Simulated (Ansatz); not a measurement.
Computed with Ansatz on PBE0-D4/def2-TZVP structures; ΔE is electronic, products minus reactants. CBS: MP2 limit from def2 TZ/QZ plus the TZ coupled-cluster correction, frozen cores. This one scheme is used for every species. Functionals use def2-TZVPP. B3LYP here is the variant with VWN-RPA as its local correlation; programs differ in this. HSE06 is defined as in plane-wave codes. Each species was taken in one conformer, which may not be the lowest.

`CC(C)(O)F` + H₂ → `CC(C)F` + H₂O  (hydrogenolysis of a C–O bond)

| level | ΔE (kJ/mol) | difference from CCSD(T)/CBS |
| --- | --- | --- |
| PBE-D4 | -46.2 | 8.1 |
| BLYP-D4 | -46.5 | 7.8 |
| r2SCAN-D4 | -41.7 | 12.6 |
| B97M-V | -47.1 | 7.2 |
| PBE0-D4 | -50.5 | 3.8 |
| B3LYP-D4 | -50.3 | 4.0 |
| r2SCANh-D4 | -43.9 | 10.4 |
| r2SCAN0-D4 | -46.9 | 7.4 |
| HSE06-D4 | -50.8 | 3.5 |
| CAM-B3LYP-D4 | -47.9 | 6.4 |
| ωB97X-V | -45.0 | 9.3 |
| ωB97M-V | -46.2 | 8.1 |
| B2PLYP | -53.6 | 0.7 |
| PBE-QIDH | -52.5 | 1.8 |
| PBE | -49.8 | 4.5 |
| revPBE | -55.5 | -1.2 |
| BLYP | -54.6 | -0.3 |
| PBE0 | -53.6 | 0.7 |
| B3LYP | -56.1 | -1.8 |
| r2SCANh | -44.9 | 9.4 |
| r2SCAN0 | -47.9 | 6.4 |
| HSE06 | -53.6 | 0.7 |
| BHLYP | -57.3 | -3.0 |
| CAM-B3LYP | -51.0 | 3.3 |
| LC-ωPBE | -52.0 | 2.3 |
| RPA@PBE/def2-TZVPP | -48.4 | 5.9 |
| HF/def2-SVP | -48.9 | 5.4 |
| CCSD/def2-SVP | -36.8 | 17.5 |
| CCSD(T)/def2-SVP | -32.1 | 22.2 |
| HF/def2-TZVPP | -61.9 | -7.6 |
| MP2/def2-TZVPP | -51.3 | 3.0 |
| SCS-MP2/def2-TZVPP | -53.1 | 1.2 |
| CCSD/def2-TZVPP | -55.0 | -0.7 |
| CCSD(T)/def2-TZVPP | -50.6 | 3.7 |
| HF/def2-QZVPP | -62.9 | -8.6 |
| MP2/def2-QZVPP | -53.8 | 0.5 |
| SCS-MP2/def2-QZVPP | -55.7 | -1.4 |
| HF/CBS(def2) | -63.1 | -8.8 |
| MP2/CBS(def2) | -55.1 | -0.8 |
| CCSD/CBS(def2) | -58.8 | -4.5 |
| CCSD(T)/CBS | -54.3 | 0 |

Largest T1 diagnostic among the species: 0.011.

From r2SCAN to r2SCAN0 (25 % exact exchange), in def2-TZVPP and without D4, ΔE moves by −5.2 kJ/mol. Leaving LDA and LC-ωPBE aside and taking each functional with its dispersion term where it has one, the values spread over 11.9 kJ/mol, from B2PLYP to r2SCAN-D4. LDA lies +15.2 kJ/mol from PBE without D4. In def2-TZVPP, CCSD(T) changes the Hartree–Fock value by +11.4 kJ/mol (the triples alone add +4.5 kJ/mol) and MP2 by +10.6 kJ/mol.
